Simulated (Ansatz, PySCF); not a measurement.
Reaction (SMILES): [CH]1CO1 → [CH-]1CO1 (an electron is taken up)
Each molecule is optimised on its own at B3LYP-D3(BJ)/def2-TZVP (Ansatz, an electronic-structure program).

Property: adiabatic electron affinity (0 K, with B3LYP-D3(BJ) harmonic zero-point energies from PySCF), positive where the reaction releases energy, in eV. Valence correlation only, unless marked. Open shells are spin-unrestricted. No spin-orbit coupling. Non-relativistic. Anions need diffuse functions: aug- sets have them; def2-D sets add few; the other sets have none. CBS marks a two-point X^-3 extrapolation of the correlation energy; Hartree-Fock from the larger set. The bracket is a focal-point correction in the basis named.

RI-MP2/CBS(aug-cc-pVTZ,aug-cc-pVQZ)+[CCSD(T)-MP2]/aug-cc-pVDZ (Ansatz) gives 0.60 eV.

### Question
Another calculation gave 0.54 eV. Which level was it?
(A) B2PLYP/def2-TZVPD (Ansatz)
(B) HF/def2-TZVPD (PySCF)
(C) SVWN5/def2-TZVPD (Ansatz)
(D) BHLYP/def2-TZVPD (Ansatz)

### Answer
C, SVWN5/def2-TZVPD (Ansatz). The others give 0.39 (B2PLYP), 0.17 (BHLYP), -0.89 (HF) eV.
